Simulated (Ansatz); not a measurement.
This Ansatz (a quantum-chemistry and plane-wave program) input (CCSD(T)/6-31+G*) gives -56.38077 Eh with 25 basis functions. A basis named .json is the Basis Set Exchange file of that set (core-valence sets with the plain set on hydrogen).

Ansatz 0.2 input:
```yaml
crystal:
  periodic: [false, false, false]
  atoms:
    - {symbol: N, position_ang: [0.00224146, -0.00382052, 0.11155442]}
    - {symbol: H, position_ang: [-0.00202883, 0.95117179, -0.22808750]}
    - {symbol: H, position_ang: [0.80949996, -0.46442426, -0.29287493]}
    - {symbol: H, position_ang: [-0.82316134, -0.46000387, -0.25991854]}
basis:
  gaussian:
    orbitals: 6-31+G_.json
magnetization: {spin_polarized: false}
correlation: {method: ccsd_t, electrons: outside_noble_gas}
```

Change:
```diff
- orbitals: 6-31+G_.json
+ orbitals: aug-cc-pVTZ
```

What does the run give now?

-56.48052 Eh (CCSD(T)/aug-cc-pVTZ, 115 functions), a change of -99.75 mEh.
